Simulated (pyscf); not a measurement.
Single points on ωB97X-D3(BJ)/def2-SVP structures (PySCF, gas phase). MP2 and CC: frozen core, UHF for open shells. ΔMP2 is the change of the MP2 total energy from the triple- to the quadruple-zeta basis.

Task: PBE/def2-TZVP puts the barrier of H₃C–CH₂–B=O (SMILES CCB=O) → HB=O (SMILES B=O) + H₂C=CH₂ (SMILES C=C) (elimination; singlet surface; B–C, C–H broken, B–H formed) at 77.3 kcal/mol and the reaction energy at +39.3 kcal/mol, from the reactant's lowest minimum found. What do r²SCAN/def2-TZVP, ωB97M-D3(BJ)/def2-TZVP, CCSD(T)/def2-TZVPP + ΔMP2(QZVPP) give on the same structures?

Result: r²SCAN: ΔE‡ = 80.2 kcal/mol, ΔE = +40.5 kcal/mol; ωB97M-D3(BJ): ΔE‡ = 85.3 kcal/mol, ΔE = +39.0 kcal/mol; CCSD(T): ΔE‡ = 86.7 kcal/mol, ΔE = +37.1 kcal/mol. PBE's barrier lies under all of them, by 2.9 to 9.4 kcal/mol. Its reaction energy lies among theirs. On the reactant side the descent ends in a point that may be a rotor saddle (no frequency run), 2.5 kcal/mol over the lowest minimum found and 83.6 kcal/mol under the saddle at ωB97X-D3(BJ)/def2-TZVP. At the saddle there is also a short B–C contact that neither side keeps. This is the saddle that the search found; another between the same sides may lie lower. The CCSD(T) − MP2 part came from Ansatz, without density fitting, on the same reference.
